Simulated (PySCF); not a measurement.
# Core-level binding energies of AlMe2H

AlMe2H, C2H7Al.
Geometry (PBE0-D3(BJ)/def2-SVP, Å), atoms numbered from 1 in this order:
```xyz
10
C2H7Al angstrom
Al    -0.3852   -0.6570   -0.0023
C      1.5750   -0.6655   -0.0029
H      1.9686   -0.1827    0.9093
H      1.9739   -0.0799   -0.8498
H      2.0103   -1.6753   -0.0584
C     -1.3502    1.0493    0.0070
H     -1.1429    1.6180   -0.9171
H     -1.0142    1.6927    0.8389
H     -2.4424    0.9361    0.0879
H     -1.1929   -2.0358   -0.0126
```

Level of theory: delta-SCF UKS SCAN, pcX-2 on the ionised atom, pcseg-1 elsewhere, spin-free X2C (PySCF). These are vertical core ionisation energies against the vacuum level, from separate self-consistent calculations with and without the core hole.

Task: What binding energy does each computed site have?

Result: 
```csv
atom(s),environment,level,binding energy (eV),count
Al1,aluminium bonded to 2 C and H,Al 1s,1566.49,1
C2/C6,carbon bonded to Al and 3 H,C 1s,289.65,2
```

Task: Which effective nuclear charge Zeff reproduces each element's mean 1s value in the hydrogen-like formula E = 13.606 eV × Zeff²?

Result: C (Z = 6): mean 289.7 eV, Zeff = 4.61, Z − Zeff = 1.39; Al (Z = 13): mean 1566.5 eV, Zeff = 10.73, Z − Zeff = 2.27. Means run over the listed sites, weighted by atom count.

The first atom of each set that the bonding makes equivalent was ionised and stands for the set. Geometry: PBE0-D3(BJ)/def2-SVP; no solvent, vibrations or thermal averaging.
